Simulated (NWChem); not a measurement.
System: propyne (C₃H₄); SMILES C#CC

NWChem input:

```
start job
memory heap 200 mb stack 900 mb global 1100 mb
geometry units angstroms noautosym nocenter noautoz
  C     -0.000328    -1.232770    -0.001813
  C     -0.001502     0.220758     0.000005
  C     -0.002452     1.431562    -0.001731
  H     -0.754431    -1.627177    -0.700458
  H     -0.226679    -1.631468     0.999233
  H      0.981209    -1.627193    -0.307400
  H     -0.005144     2.505555    -0.005438
end
basis spherical
  * library pcseg-2
end
dft
  xc b3lyp
  iterations 150
end
cosmo
  do_cosmo_smd true
  solvent water
end
task dft energy
```

NWChem printed, in part:

```
             Northwest Computational Chemistry Package (NWChem) 7.3.0
             --------------------------------------------------------

                             Geometry "geometry" -> ""
                             -------------------------

 Output coordinates in angstroms (scale by  1.889725989 to convert to a.u.)

  No.       Tag          Charge          X              Y              Z
 ---- ---------------- ---------- -------------- -------------- --------------
    1 C                    6.0000    -0.00032800    -1.23277000    -0.00181300
    2 C                    6.0000    -0.00150200     0.22075800     0.00000500
    3 C                    6.0000    -0.00245200     1.43156200    -0.00173100
    4 H                    1.0000    -0.75443100    -1.62717700    -0.70045800
    5 H                    1.0000    -0.22667900    -1.63146800     0.99923300
    6 H                    1.0000     0.98120900    -1.62719300    -0.30740000
    7 H                    1.0000    -0.00514400     2.50555500    -0.00543800

 Effective nuclear repulsion energy (a.u.)      58.5541171094

                                 NWChem DFT Module
                                 -----------------

 Summary of "ao basis" -> "ao basis" (spherical)
 ------------------------------------------------------------------------------
       Tag                 Description            Shells   Functions and Types
 ---------------- ------------------------------  ------  ---------------------
 C                          pcseg-2                 10       30   4s3p2d1f
 H                          pcseg-2                  6       14   3s2p1d

 in cosmo_initialize ...
 calling solv_data for solv:h2o

 solvent parameters
 solvname_short: h2o
 solvname_long:  water
 dielec:       78.4000
 dielecinf:     1.7769
 aqueous SMD model solvent descriptors
 dielec:       78.4000
 sola:          0.8200

          ---------------
          -cosmo- solvent
          ---------------
 Cosmo: York-Karplus, doi: 10.1021/jp992097l
 dielectric constant -eps-     =  78.40
 screen = (eps-1)/(eps    )    =   0.98724
 surface charge correction     = lagrangian

   van der Waals surface
 --------------------------

 ---------- ATOMIC COORDINATES (A.U.) ------------ VDWR(ANG.) --
     1   -0.00061983   -2.32959751   -0.00342607     1.850
     2   -0.00283837    0.41717213    0.00000945     1.850
     3   -0.00463361    2.70525992   -0.00327112     1.850
     4   -1.42566787   -3.07491866   -1.32367369     1.200
     5   -0.42836120   -3.08302748    1.88827657     1.200
     6    1.85421615   -3.07494890   -0.58090177     1.200
     7   -0.00972075    4.73481240   -0.01027633     1.200
 number of segments per atom =        128
 number of   points per atom =        128
 atom (   nspa,  nppa )
 ----------------------
    1 (     58,     0 )       0
    2 (     56,     0 )       0
    3 (     76,     0 )       0
    4 (     54,     0 )       0
    5 (     56,     0 )       0
    6 (     57,     0 )       0
    7 (     48,     0 )       0
 number of -cosmo- surface points =      405
 molecular surface =     84.394 angstrom**2
 molecular volume  =     56.461 angstrom**3
 -lineq- algorithm             =   0
 -bem- low  level              =   3
 -bem- from -octahedral-
 gaussian surface charge width =   4.50000
 degree of switching           =   1.00000
 switching function tolerance  =   0.00010
 atomic radii =
 --------------
    1  6.000  1.850
    2  6.000  1.850
    3  6.000  1.850
    4  1.000  1.200
    5  1.000  1.200
    6  1.000  1.200
    7  1.000  1.200
 ...... end of -cosmo- initialization ......

 nat:                     7
 ixmem:                  2814
 calling mnsol_interface()
 G(SMD-CDS) energy (kcal/mol)  =     3.786
 SMD-CDS SASA (angstrom**2)    =   105.334

            General Information
            -------------------
          SCF calculation type: DFT
          Wavefunction type:  closed shell.
          No. of atoms     :     7
          No. of electrons :    22
           Alpha electrons :    11
            Beta electrons :    11
          Charge           :     0
          Spin multiplicity:     1
          Use of symmetry is: off; symmetry adaption is: off
          Maximum number of iterations: 150
          AO basis - number of functions:   146
                     number of shells:    54
          Convergence on energy requested:  1.00D-06
          Convergence on density requested:  1.00D-05
          Convergence on gradient requested:  5.00D-04

              XC Information
              --------------
                         B3LYP Method XC Potential
                     Hartree-Fock (Exact) Exchange  0.200
                        Slater Exchange Functional  0.800 local
                    Becke 1988 Exchange Functional  0.720 non-local
              Lee-Yang-Parr Correlation Functional  0.810
                  VWN I RPA Correlation Functional  0.190 local

             Grid Information
             ----------------
          Grid used for XC integration:  medium
          Radial quadrature: Mura-Knowles
          Angular quadrature: Lebedev.
          Tag              B.-S. Rad. Rad. Pts. Rad. Cut. Ang. Pts.
          ---              ---------- --------- --------- ---------
          C                   0.70       49          12.0       434
          H                   0.35       45          12.0       434
          Grid pruning is: on
          Number of quadrature shells:   327
          Spatial weights used:  Erf1

      Superposition of Atomic Density Guess
      -------------------------------------

 Sum of atomic energies:        -115.00427434

      Non-variational initial energy
      ------------------------------

 Total energy =    -116.664315
 1-e energy   =    -268.235234
 2-e energy   =      93.016801
 HOMO         =      -0.335693
 LUMO         =       0.052917

   convergence    iter        energy       DeltaE   RMS-Dens  Diis-err
 ---------------- ----- ----------------- --------- --------- ---------
     COSMO gas phase
 d= 0,ls=0.0,diis     1   -116.6689080719 -1.75D+02  6.18D-03  3.61D-01
 d= 0,ls=0.0,diis     2   -116.6974546532 -2.85D-02  1.94D-03  7.03D-02
 d= 0,ls=0.0,diis     3   -116.6941643454  3.29D-03  1.50D-03  9.90D-02
 d= 0,ls=0.0,diis     4   -116.7056991793 -1.15D-02  3.49D-04  8.46D-03
 d= 0,ls=0.0,diis     5   -116.7067391893 -1.04D-03  7.70D-05  1.09D-04
  Resetting Diis
 d= 0,ls=0.0,diis     6   -116.7067514739 -1.23D-05  6.70D-06  1.14D-06
 d= 0,ls=0.0,diis     7   -116.7067515843 -1.10D-07  6.10D-06  2.74D-07

   convergence    iter        energy       DeltaE   RMS-Dens  Diis-err
 ---------------- ----- ----------------- --------- --------- ---------
     COSMO solvation phase
 d= 0,ls=0.0,diis     1   -116.7068205916 -6.90D-05  1.28D-03  2.82D-03
 d= 0,ls=0.0,diis     2   -116.7076080992 -7.88D-04  4.30D-04  1.12D-03
 d= 0,ls=0.0,diis     3   -116.7077231741 -1.15D-04  1.41D-04  3.80D-04
 d= 0,ls=0.0,diis     4   -116.7077585343 -3.54D-05  5.14D-05  1.16D-04
 d= 0,ls=0.0,diis     5   -116.7077730348 -1.45D-05  8.13D-06  1.25D-06
 d= 0,ls=0.0,diis     6   -116.7077731950 -1.60D-07  1.68D-06  1.49D-07

         Total DFT energy =     -116.707773195012
      One electron energy =     -271.616500839586
           Coulomb energy =      113.853513120282
    Exchange-Corr. energy =      -17.693460726897
 Nuclear repulsion energy =       58.554117109394

             COSMO energy =        0.194558141795

 Numeric. integr. density =       22.000003937271

                                COSMO-SMD solvation results
                                ---------------------------

             internal energy in gas <Psi(g)|H|Psi(g)> =      -116.706751584337
         internal energy in solvent <Psi(s)|H|Psi(s)> =      -116.705623677543
                               delta internal energy  =         0.001127906794 (    0.71 kcal/mol)
   total free energy in solvent <Psi(s)|H+V/2|Psi(s)> =      -116.713807361411
 polarization energy contribution <Psi(s)|V/2|Psi(s)> =        -0.008183683868 (   -5.14 kcal/mol)
    total free energy in solvent including G(SMD-CDS) =      -116.707773195012
                       G(SMD-CDS) energy contribution =         0.006034166399 (    3.79 kcal/mol)
     1 M fixed-concentration free energy of solvation =        -0.001021610675 (   -0.64 kcal/mol)

                       DFT Final Molecular Orbital Analysis
                       ------------------------------------

 Vector    9  Occ=2.000000D+00  E=-4.326775D-01
              MO Center=  1.8D-01, -1.2D+00,  6.6D-02, r^2= 1.5D+00
   Bfn.  Coefficient  Atom+Function         Bfn.  Coefficient  Atom+Function
  ----- ------------  ---------------      ----- ------------  ---------------
     5      0.264970  1 C  px               119      0.207819  6 H  s
   120      0.199357  6 H  s                  7     -0.194283  1 C  pz
     8      0.172567  1 C  px               105     -0.165732  5 H  s
   106     -0.159029  5 H  s                 10     -0.126479  1 C  pz
    35      0.108790  2 C  px                38      0.089227  2 C  px

 Vector   10  Occ=2.000000D+00  E=-2.874045D-01
              MO Center= -1.3D-03,  6.4D-01,  3.5D-02, r^2= 2.0D+00
   Bfn.  Coefficient  Atom+Function         Bfn.  Coefficient  Atom+Function
  ----- ------------  ---------------      ----- ------------  ---------------
    67      0.298317  3 C  pz                37      0.272406  2 C  pz
    70      0.253457  3 C  pz                40      0.227661  2 C  pz
    73      0.122189  3 C  pz                43      0.119587  2 C  pz
   106     -0.117714  5 H  s                 65     -0.106520  3 C  px
     7     -0.102845  1 C  pz               105     -0.101544  5 H  s

 Vector   11  Occ=2.000000D+00  E=-2.873740D-01
              MO Center= -2.0D-03,  6.4D-01, -3.6D-02, r^2= 2.0D+00
   Bfn.  Coefficient  Atom+Function         Bfn.  Coefficient  Atom+Function
  ----- ------------  ---------------      ----- ------------  ---------------
    65      0.298347  3 C  px                35      0.272361  2 C  px
    68      0.253491  3 C  px                38      0.227619  2 C  px
    71      0.122201  3 C  px                41      0.119622  2 C  px
    92      0.109029  4 H  s                 67      0.106537  3 C  pz
     5     -0.102942  1 C  px                37      0.097258  2 C  pz

 Vector   12  Occ=0.000000D+00  E= 1.869950D-02
              MO Center=  8.0D-04, -1.1D+00, -2.5D-02, r^2= 7.8D+00
   Bfn.  Coefficient  Atom+Function         Bfn.  Coefficient  Atom+Function
  ----- ------------  ---------------      ----- ------------  ---------------
    64      3.601835  3 C  s                 42     -3.022930  2 C  py
    12     -1.395526  1 C  py                93     -1.225481  4 H  s
   121     -1.219493  6 H  s                107     -1.189781  5 H  s
    72     -0.635439  3 C  py                34     -0.564218  2 C  s
     4     -0.450577  1 C  s                135     -0.338203  7 H  s

 Vector   13  Occ=0.000000D+00  E= 2.312721D-02
              MO Center=  5.5D-02,  5.3D-01,  8.5D-02, r^2= 4.2D+00
   Bfn.  Coefficient  Atom+Function         Bfn.  Coefficient  Atom+Function
  ----- ------------  ---------------      ----- ------------  ---------------
   107      0.721593  5 H  s                121     -0.641798  6 H  s
    73      0.624948  3 C  pz                43     -0.563329  2 C  pz
    71     -0.549061  3 C  px                41      0.494873  2 C  px
    40     -0.244846  2 C  pz                37     -0.230717  2 C  pz
    38      0.215060  2 C  px                35      0.202691  2 C  px

 Vector   14  Occ=0.000000D+00  E= 2.314973D-02
              MO Center= -5.8D-02,  5.3D-01, -6.2D-02, r^2= 4.2D+00
   Bfn.  Coefficient  Atom+Function         Bfn.  Coefficient  Atom+Function
  ----- ------------  ---------------      ----- ------------  ---------------
    93      0.761910  4 H  s                 71     -0.625266  3 C  px
    41      0.563745  2 C  px                73     -0.548761  3 C  pz
    43      0.494694  2 C  pz               121     -0.438057  6 H  s
   107     -0.402181  5 H  s                 38      0.244907  2 C  px
    35      0.230861  2 C  px                40      0.215015  2 C  pz

     Multipole analysis of the density
     ---------------------------------

     L   x y z        total         alpha         beta         nuclear
     -   - - -        -----         -----         ----         -------
     0   0 0 0     -0.000000    -11.000000    -11.000000     22.000000

     1   1 0 0     -0.000794      0.028645      0.028645     -0.058085
     1   0 1 0     -0.471024     -0.364974     -0.364974      0.258925
     1   0 0 1     -0.003785      0.031458      0.031458     -0.066702

     2   2 0 0    -14.818048    -10.236231    -10.236231      5.654414
     2   1 1 0     -0.008340      0.054248      0.054248     -0.116835
     2   1 0 1      0.001105     -0.000118     -0.000118      0.001341
     2   0 2 0     -9.765397    -69.058134    -69.058134    128.350872
     2   0 1 1     -0.010499      0.004259      0.004259     -0.019016
     2   0 0 2    -14.817640    -10.236514    -10.236514      5.655388
```

Level: B3LYP/pcseg-2, SMD on the gas-phase geometry. The geometry was optimised at PBE0/def2-SVP. B3LYP is NWChem's, with the RPA form of VWN correlation. Solvent: water.
